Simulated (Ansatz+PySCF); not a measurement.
The numbers below are computed, except where a source is named.
## Ansatz (development build ahead of 0.2.0) run

```yaml
crystal:
  periodic: [false, false, false]
  atoms:
    - { symbol: C, position_ang: [0.0, 0.0, -0.77416] }
    - { symbol: B, position_ang: [0.0, 0.0, 0.75211] }
    - { symbol: H, position_ang: [-0.08363, -0.9074, -1.36832] }
    - { symbol: H, position_ang: [0.08363, 0.9074, -1.36832] }
    - { symbol: H, position_ang: [-0.07697, 1.07031, 1.37934] }
    - { symbol: H, position_ang: [0.07697, -1.07031, 1.37934] }
basis:
  gaussian: { orbitals: cc-pVTZ }
magnetization:
  initial_magnetization: 1
hamiltonian:
  xc: hf
correlation:
  method: ccsd_t
  frozen_orbitals: { B: 1, C: 1, H: 0 }
```

The input is written out in the form of the current development build from the run's settings. Correlation on restricted open-shell orbitals is semicanonical, with singles.

Results

* Converged: yes
* Reference energy: -64.84206 hartree
* Correlation energy: -0.29396 hartree
* Total energy: -65.13602 hartree
* Spin squared of the determinant: 0.750
* Stability test: minimum among restricted orbitals
* T1 diagnostic: 0.014
* Occupied orbitals by symmetry in an Abelian subgroup (alpha; beta): 5 A 3 B; 5 A 2 B
